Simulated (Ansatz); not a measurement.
```yaml
crystal:
  periodic: [false, false, false]
  atoms:
    - {symbol: N, position_ang: [-0.642376, 0.655493, -0.266664]}
    - {symbol: C, position_ang: [0.142453, 0.274349, 0.144547]}
    - {symbol: C, position_ang: [0.233869, -0.621114, 0.294855]}
    - {symbol: O, position_ang: [0.694464, -0.262293, -0.406226]}
    - {symbol: H, position_ang: [-0.952430, 0.198904, -0.608773]}
    - {symbol: H, position_ang: [-0.499619, 1.074122, -0.618646]}
    - {symbol: H, position_ang: [0.510309, 0.754773, 0.624078]}
    - {symbol: H, position_ang: [0.663899, -0.987158, 0.765386]}
    - {symbol: H, position_ang: [-0.267154, -1.024215, 0.028603]}
basis:
  gaussian: {orbitals: def2-mTZVPP}
hamiltonian: {xc: {name: RPBE}}
accuracy: high
output: {forces: true}
```

```sh
$ ansatz run in.yaml --threads 2 --pin off --events-out ev --progress --plain --max-ram 4352MiB
```

Shortened log:

```
Functional definition: RPBE
2227 factors; integrals over basis functions are off by at most 3.4e-9 eV
mean field evaluation 1: about -5564.4539 eV, gradient 1.6e2 eV
mean field evaluation 2: about -5405.9720 eV, gradient 3.1e2 eV
mean field evaluation 4: about -5603.9263 eV, gradient 2.5e1 eV
mean field evaluation 8: about -5604.7251 eV, gradient 2.4e-1 eV
mean field evaluation 16: about -5604.7252 eV, gradient 3.1e-6 eV
mean field -5604.72517012 eV, -205.9698509829 hartree, gradient 1.0e-8 eV, S^2 0.000000; 0 other end points of the search recorded, 0 dependent functions left out
reference -5604.72517272 eV, -205.9698510784 hartree; 16, 16 occupied and 95, 95 virtual orbitals, 2227 factors
Total energy: -5604.72517272 eV, -205.9698510784 hartree
Atom 0 at    -0.642376     0.655493    -0.266664 Å, force   -61.441049    -3.218555    62.551424 eV/Å
Atom 1 at     0.142453     0.274349     0.144547 Å, force    -0.420526    77.146777    36.571453 eV/Å
Atom 2 at     0.233869    -0.621114     0.294855 Å, force   -16.960740   -80.736018    68.985045 eV/Å
Atom 3 at     0.694464    -0.262293    -0.406226 Å, force    88.171092    -3.203278  -103.887719 eV/Å
Atom 4 at    -0.952430     0.198904    -0.608773 Å, force   -31.167246   -40.247520   -30.793162 eV/Å
Atom 5 at    -0.499619     1.074122    -0.618646 Å, force    24.373672    80.130167   -65.602397 eV/Å
Atom 6 at     0.510309     0.754773     0.624078 Å, force    14.018670    19.024217    19.108933 eV/Å
Atom 7 at     0.663899    -0.987158     0.765386 Å, force    19.399276   -19.060219    26.407961 eV/Å
Atom 8 at    -0.267154    -1.024215     0.028603 Å, force   -35.973149   -29.835573   -13.341537 eV/Å
Dipole moment:     0.067717    -0.060050    -0.128355 e Å
```

Something in this input is off. What?

The geometry is squeezed to about two thirds of its size. Self-consistency was reached. The result belongs to that input, not to the molecule as meant.
